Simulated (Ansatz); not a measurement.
**A basis-limit estimate, worked out**

An elementary step of Si2H3F, closed shell (Si₂H₃F ([F][SiH2][SiH]) → Si₂H₃F ([F][SiH][SiH2]); bonds formed: F1–Si3; bonds broken: F1–Si2). “Start” is the structure reached by relaxing down from the saddle towards the reactants; PBE0-D4/def2-TZVP structures. The saddle:

F1  (0.995, 0.091, -1.133)
Si2  (-0.179, 0.208, 0.905)
Si3  (-0.696, 0.042, -1.356)
H4  (-0.926, -1.455, -1.461)
H5  (1.088, -0.397, 1.410)
H6  (-0.282, 1.511, 1.636)
(Å)

Ansatz 0.2.0; basis: def2-TZVPP and def2-QZVPP; cores frozen in the correlated methods.

Energies in eV:

| quantity | saddle | start |
| --- | --- | --- |
| Hartree–Fock, triple zeta (X = 3) | -18477.81614 | -18479.37399 |
| Hartree–Fock, quadruple zeta (X = 4) | -18478.43666 | -18479.98888 |
| MP2 correlation, X = 3 | -13.22509 | -12.82576 |
| MP2 correlation, X = 4 | -14.36915 | -13.96184 |
| CCSD(T) correlation, X = 3 | -14.78538 | -14.34681 |

Question: Work out the barrier at the basis limit: extrapolate Hartree–Fock as E(X) = E∞ + A exp(−7.88 √X) and the MP2 correlation as E(X) = E∞ + B X^−2.97 (the exponents that Neese and Valeev fitted for def2-TZVPP and QZVPP), then add CCSD(T) − MP2 in triple zeta.

Answer: Each step is linear, so take the differences first (saddle − start): Hartree–Fock 1.55785 (X = 3) and 1.55222 (X = 4); MP2 correlation -0.39933 and -0.40731; CCSD(T) correlation -0.43857.
Two points give E∞ = E(4) + w [E(4) − E(3)], with w = 1/(exp(7.88 (2 − √3)) − 1) = 0.1377 for Hartree–Fock and w = 1/((4/3)^2.97 − 1) = 0.7407 for the correlation.
Hartree–Fock: 1.55222 + 0.1377 × (-0.00563) = 1.5514 eV.
MP2 correlation: -0.40731 + 0.7407 × (-0.00798) = -0.4132 eV.
CCSD(T) − MP2: -0.43857 − (-0.39933) = -0.0392 eV.
Sum: 1.5514 + (-0.4132) + (-0.0392) = 1.0990 eV, or 25.34 kcal/mol. Plain CCSD(T) in triple zeta gives 1.1193 eV, so the larger basis shifts the result by -0.0203 eV.

The T1 diagnostic stays at or below 0.030. The T1 diagnostic is large here, which may signal multireference character or strong orbital relaxation, so CCSD(T) is less sure. The restricted Hartree–Fock reference is unstable towards an unrestricted one at one or more of these structures. A large double-excitation amplitude points to some diradical character; no triplet was computed.

Labels in which every atom is bracketed show which atoms are joined, not bond orders.

For scale, one of the runs: CCSD(T)/def2-TZVPP, 157 basis functions, launched by `ansatz run in.yaml --threads 2 --pin off --events-out ev --progress --plain --max-ram 4352MiB`. Hardware: 2 CPU threads of an Arm Neoverse V1, shared host. Wall time 19 s; peak host memory 1 GiB.
